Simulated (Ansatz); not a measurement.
A nudged elastic band was laid between two geometries of BH5O (7 atoms, charge 0, multiplicity 1).

These are results of RKS PBE/def2-SVP (Ansatz 0.2.0), not measurements.

| Quantity | Value |
| --- | --- |
| movable images | 7 |
| climbing image | yes |
| spring | 5.0 eV/Å² |
| optimiser | quadratic models (default) |
| start path | through a guess of the saddle point |
| force threshold | 0.05 eV/Å |
| iteration limit | 60 |
| end points | relaxed |

First end point:

```xyz
7
Properties=species:S:1:pos:R:3
B -0.019 -0.019 0.065
H -0.393 0.485 1.124
H 1.142 0.218 -0.243
H -0.827 0.041 -0.853
O 0.023 -1.679 0.395
H -0.878 -1.933 0.677
H 0.587 -1.801 1.185
```

Last end point:

```xyz
7
Properties=species:S:1:pos:R:3
B -0.019 -0.161 -1.001
H 0.363 -1.415 3.359
H 0.932 0.594 -1.065
H -0.765 -0.368 -1.947
O -0.220 -0.778 0.191
H -0.993 -1.371 0.187
H 0.337 -1.189 2.624
```

Problem. Which bonds break or form, and what moves?

Solution. Bonds broken: B1–H2, O5–H7. Bonds formed: H2–H7. BH5O becomes BH3O + H2.

Problem. What energy profile does the band end with?

Solution. The forces met the threshold. The highest image is number 2 of 0 to 8, 0.73 eV above the first end and 1.40 eV above the last; the last end lies 0.67 eV below the first. A vibrational analysis at the climbing image gives one clearly imaginary mode, 1140i cm⁻¹: a first-order saddle point. The orbitals stay closed-shell, which can raise the energy where a bond breaks towards radicals; this wasn't checked here.

```csv
image,path coordinate (Å),energy (eV),B1–H2 (Å),O5–H7 (Å),H2–H7 (Å)
0,0.00,0.00,1.23,0.98,2.49
1,0.93,0.04,1.23,0.98,2.14
2,1.85,0.73,1.36,1.30,1.04
3,2.72,-0.36,2.07,2.15,0.77
4,3.58,-0.61,2.83,2.83,0.77
5,4.45,-0.64,3.54,2.82,0.77
6,5.31,-0.65,4.02,2.65,0.77
7,6.17,-0.66,4.40,2.57,0.77
8,7.04,-0.67,4.55,2.53,0.77
```

Problem. What is the geometry of the highest image?

Solution. 
```xyz
7
Properties=species:S:1:pos:R:3
B 0.072 -0.264 0.010
H -0.054 0.189 1.288
H 1.139 0.171 -0.370
H -0.964 0.050 -0.547
O 0.166 -1.796 0.413
H -0.716 -2.190 0.277
H -0.008 -0.847 1.278
```

Problem. What are the harmonic wavenumbers there?

Solution. 1140i, 480, 789, 810, 993, 1019, 1061, 1129, 1213, 1339, 2037, 2138, 2502, 2606, 3715 cm⁻¹.

The band took 22 iterations and of the order of 2.1 core-minutes.

Run time: 2.1 min on 1 thread of Arm Neoverse V1, on a shared host, peak memory 0.095 GiB.
